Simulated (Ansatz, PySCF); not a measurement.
System: propa-1,2-diene, C3H4, net charge 0, singlet state. SMILES: C=C=C
Structure (B3LYP-D3(BJ)/def2-TZVP (Ansatz, a quantum-chemistry and plane-wave program) minimum search):
```xyz
7

C      0.0000     0.0000     0.0000
C     -0.0052     0.0000     1.3001
C      0.0052     0.0000    -1.3001
H     -0.0108     0.9262     1.8632
H     -0.0040    -0.9263     1.8631
H      0.9337     0.0035    -1.8595
H     -0.9188    -0.0034    -1.8668
```

Property: vertical ionisation energy (to the doublet state of charge +1; each state is the SCF solution reached for its spin; the molecule has degenerate orbitals, so one determinant may break the symmetry), in eV. Valence correlation only, unless marked. UHF or UKS for open shells. Spin-orbit coupling is left out. No relativistic terms. 

```
level                program  vertical ionisation energy (eV)
-------------------  -------  -------------------------------
RI-HF/aug-cc-pVTZ     Ansatz                             8.72
SVWN5/def2-TZVPD      Ansatz                            10.25
B3LYP/def2-TZVPD      Ansatz                            10.08
B2PLYP/def2-TZVPD     Ansatz                            10.12
SCS-MP2/aug-cc-pVDZ   Ansatz                            10.29
CCSD(T)/aug-cc-pVDZ   Ansatz                            10.16
```

For comparison, minus the highest occupied orbital energy (PySCF): 10.33 eV at HF/def2-TZVPD, 7.82 eV at PW6B95/def2-TZVPD, 7.06 eV at TPSSh/def2-TZVPD.
